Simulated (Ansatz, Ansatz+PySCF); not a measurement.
```yaml
atoms:
  - { symbol: C, position_ang: [-0.0062, -0.6677, -0.6654] }
  - { symbol: C, position_ang: [0.0059, -0.6660, 0.6633] }
  - { symbol: C, position_ang: [0.0009, 0.5295, -1.5867] }
  - { symbol: C, position_ang: [0.0065, 0.5271, 1.5865] }
  - { symbol: H, position_ang: [0.0036, -1.6445, -1.1595] }
  - { symbol: H, position_ang: [-0.0035, -1.6346, 1.1753] }
  - { symbol: H, position_ang: [0.0086, 1.4835, -1.0470] }
  - { symbol: H, position_ang: [0.8803, 0.5142, -2.2458] }
  - { symbol: H, position_ang: [-0.8760, 0.5017, -2.2538] }
  - { symbol: H, position_ang: [0.0082, 1.4835, 1.0457] }
  - { symbol: H, position_ang: [-0.8799, 0.5037, 2.2565] }
  - { symbol: H, position_ang: [0.8879, 0.5128, 2.2487] }
```

RHF on singlet C4H8 was run in several spherical basis sets with Ansatz (development build ahead of 0.2.0).

**Question.** Rank the basis sets by the total energy that they give, lowest first, with the distance from the lowest.
A. STO-3G
B. cc-pVDZ
C. def2-SVP
D. def2-TZVP
E. 6-31G(d)

**Answer.** D (0.00 eV), B (1.23 eV), E (1.64 eV), C (4.56 eV), A (52.36 eV).

Totals follow the description of the cores as much as that of the bonds, so this order isn't one of quality for chemistry.
